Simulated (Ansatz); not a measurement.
Coupled-cluster run, `CSC(C)N`.

```yaml
crystal:
  periodic: [false, false, false]
  atoms:
    - {symbol: C, position_ang: [-1.418343, -0.502111, 1.632230]}
    - {symbol: S, position_ang: [0.322601, -0.613461, 1.210133]}
    - {symbol: C, position_ang: [0.257500, -0.092034, -0.555063]}
    - {symbol: C, position_ang: [1.662895, -0.236405, -1.100877]}
    - {symbol: N, position_ang: [-0.243376, 1.230722, -0.803921]}
    - {symbol: H, position_ang: [-1.785739, 0.524977, 1.580013]}
    - {symbol: H, position_ang: [-2.023883, -1.145971, 0.990280]}
    - {symbol: H, position_ang: [-1.521114, -0.846194, 2.661607]}
    - {symbol: H, position_ang: [-0.408560, -0.801001, -1.056103]}
    - {symbol: H, position_ang: [2.345070, 0.447966, -0.588768]}
    - {symbol: H, position_ang: [2.035300, -1.252386, -0.963592]}
    - {symbol: H, position_ang: [1.667480, 0.008436, -2.164152]}
    - {symbol: H, position_ang: [-1.206855, 1.328489, -0.512334]}
    - {symbol: H, position_ang: [0.304022, 1.919776, -0.300754]}
basis:
  gaussian: {orbitals: def2-TZVPP}
correlation: {method: ccsd_t}
```

```sh
$ ansatz run in.yaml --threads 4 --pin off --events-out ev --progress --plain --max-ram 10444MiB
```

Output of Ansatz, abridged:

```
Functional definition: HF
1691 factors; integrals over basis functions are off by at most 1.1e-3 eV
mean field evaluation 1: about -15530.7504 eV, gradient 3.9e1 eV
mean field evaluation 2: about -15531.0310 eV, gradient 3.9e1 eV
mean field evaluation 4: about -15534.8593 eV, gradient 4.5e0 eV
mean field evaluation 8: about -15534.9297 eV, gradient 2.7e-1 eV
mean field -15534.93009033 eV, -570.8981508659 hartree, gradient 2.3e-6 eV, S^2 0.000000; 0 other end points of the search recorded, 0 dependent functions left out
9 core orbitals not correlated: weight in the atoms' cores, before any rotation towards them, 1.000 or more for the frozen orbitals, at most 0.000 for the correlated occupied ones
reference -15534.93009033 eV, -570.8981508659 hartree; 16, 16 occupied and 267, 267 virtual orbitals, 1691 factors
second order -25.18939121 eV of doubles, -0.00000000 eV of singles
cycle   1  -25.94119059 eV  change   -7.5e-1 eV  update   1.0e-1
cycle   2  -26.55593279 eV  change   -6.1e-1 eV  update   2.8e-2
cycle   3  -26.66085878 eV  change   -1.0e-1 eV  update   1.3e-2
cycle   4  -26.65596937 eV  change    4.9e-3 eV  update   2.9e-3
cycle   5  -26.65579834 eV  change    1.7e-4 eV  update   1.4e-3
cycle   6  -26.65606228 eV  change   -2.6e-4 eV  update   4.6e-4
cycle   7  -26.65587826 eV  change    1.8e-4 eV  update   2.3e-4
cycle   8  -26.65585068 eV  change    2.8e-5 eV  update   7.5e-5
cycle   9  -26.65586218 eV  change   -1.1e-5 eV  update   2.7e-5
perturbative correction -1.11808879 eV, -0.0410890052 hartree
Total energy: -15562.70404130 eV, -571.9188247382 hartree
```

Hardware: 4 threads of an Arm Neoverse V1 on a shared host. Wall time 6.3 min, peak host memory 9.2 GiB.

MP2 recovers 90.7 % of the CCSD(T) correlation energy and the triples give 4.0 %; T1 = 0.0101.
